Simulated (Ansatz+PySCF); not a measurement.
Results of a calculation; reference values are marked as such.
## Ansatz (development build ahead of 0.2.0) run

```yaml
crystal:
  periodic: [false, false, false]
  atoms:
    - { symbol: H, position_ang: [0.90674, 1.24898, -2.2] }
    - { symbol: H, position_ang: [0.90674, -1.20504, -2.2] }
    - { symbol: H, position_ang: [-0.94118, -1.20504, -2.2] }
    - { symbol: C, position_ang: [-0.01722, 0.6842, -2.2] }
    - { symbol: C, position_ang: [-0.01722, -0.64026, -2.2] }
basis:
  gaussian: { orbitals: cc-pVTZ }
magnetization:
  spin_polarized: true
  initial_magnetization: 1
hamiltonian:
  xc: hf
correlation:
  method: mp2
  frozen_orbitals: { C: 1, H: 0 }
output:
  forces: true
```

The input is written out in the form of the current development build from the run's settings.

Output:

| Quantity | Value |
| --- | --- |
| Converged | yes |
| Reference energy | -77.41671 hartree |
| Correlation energy | -0.28262 hartree |
| Total energy | -77.69933 hartree |
| Spin squared of the determinant | 0.981 |
| Stability test | minimum |
| Occupied orbitals by symmetry in an Abelian subgroup (alpha; beta) | 7 A' 1 A''; 6 A' 1 A'' |

Forces (eV/Å):
| atom | Fx | Fy | Fz |
| --- | --- | --- | --- |
| H1 | -0.410 | 0.694 | 0.000 |
| H2 | 0.086 | 0.154 | 0.000 |
| H3 | 0.070 | -0.018 | 0.000 |
| C4 | 1.256 | -3.315 | 0.000 |
| C5 | -1.003 | 2.486 | 0.000 |

Caution: the unrestricted determinant is spin contaminated; forces differ strongly between restricted and unrestricted references.
